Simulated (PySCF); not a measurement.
Compound: C5H12N (charge +1).
Numbering: `[CH2:1]=[CH:2][CH2:3][NH+:4]([CH3:5])[CH3:6]` (hydrogens: H7, H8 on C1; H9 on C2; H10, H11 on C3; H12 on N4; H13, H14, H15 on C5; H16, H17, H18 on C6)

The same species was optimised twice, with GFN2-xTB and with PBE0-D3(BJ)/def2-SVP (PySCF), and the same property calculations (PySCF, gas phase) were run on both structures.

```tsv
coordinate	GFN2-xTB	PBE0-D3(BJ)/def2-SVP	change
N4–C6 (Å)	1.474	1.489	+0.015
N4–C5 (Å)	1.472	1.486	+0.014
C1=C2 (Å)	1.319	1.332	+0.013
C3–N4 (Å)	1.485	1.496	+0.011
C2–C3 (Å)	1.503	1.496	-0.007
C3–N4–C6 (°)	111.1	112.1	+1.0
C5–N4–C6 (°)	111.1	111.6	+0.5
C1–C2–C3 (°)	127.4	127.5	+0.1
C2–C3–N4 (°)	113.8	113.9	+0.1
C3–N4–C5 (°)	112.0	111.9	-0.1
C1–C2–C3–N4 (°)	-14	-13	+1
C2–C3–N4–C5 (°)	161	160	-1
```

Rotational constants: A = 6187, B = 2283, C = 1994 MHz (GFN2-xTB) against A = 6054, B = 2273, C = 1972 MHz (PBE0-D3(BJ)/def2-SVP). Point groups within 0.08 Å: C1 and C1.

On the GFN2-xTB structure: HOMO (eV) -12.19 [PBE0/pcSseg-1]; LUMO (eV) -4.21 [PBE0/pcSseg-1]; GIAO shielding of C1 (ppm) 63.1 [PBE0/pcSseg-1]; GIAO shielding of C2 (ppm) 53.1 [PBE0/pcSseg-1]; GIAO shielding of C3 (ppm) 124.0 [PBE0/pcSseg-1]; GIAO shielding of N4 (ppm) 206.7 [PBE0/pcSseg-1]; GIAO shielding of C5/C6 (mean) (ppm) 141.9 [PBE0/pcSseg-1].

Task: What do these properties become on the PBE0-D3(BJ)/def2-SVP structure?

Result: 
| property | level | on GFN2-xTB | on PBE0-D3(BJ)/def2-SVP | change |
| --- | --- | --- | --- | --- |
| HOMO (eV) | PBE0/pcSseg-1 | -12.19 | -12.13 | +0.06 |
| LUMO (eV) | PBE0/pcSseg-1 | -4.21 | -4.29 | -0.08 |
| energy, GFN2-xTB geometry as zero (kcal/mol) | PBE0/pcSseg-1 | 0.0 | -0.8 | -0.8 |
| GIAO shielding of C1 (ppm) | PBE0/pcSseg-1 | 63.1 | 59.2 | -3.9 |
| GIAO shielding of C2 (ppm) | PBE0/pcSseg-1 | 53.1 | 51.5 | -1.6 |
| GIAO shielding of C3 (ppm) | PBE0/pcSseg-1 | 124.0 | 122.4 | -1.6 |
| GIAO shielding of N4 (ppm) | PBE0/pcSseg-1 | 206.7 | 202.8 | -3.9 |
| GIAO shielding of C5/C6 (mean) (ppm) | PBE0/pcSseg-1 | 141.9 | 138.8 | -3.1 |

The heavy atoms differ by 0.016 Å rms after alignment. Among bonds between heavy atoms N4–C5 and N4–C6 change most and about equally (+0.014 to +0.015 Å). Changes are differences of the printed values. Neither structure is proved a minimum here. Geometry: PBE0-D3(BJ)/def2-SVP, one conformer, isolated ion.

Shape of the structure used: `[CH2:1]=[CH:2][CH2:3][NH+:4]([CH3:5])[CH3:6]`: C1–C2–C3–N4 -13°, C2–C3–N4–C5 160°.
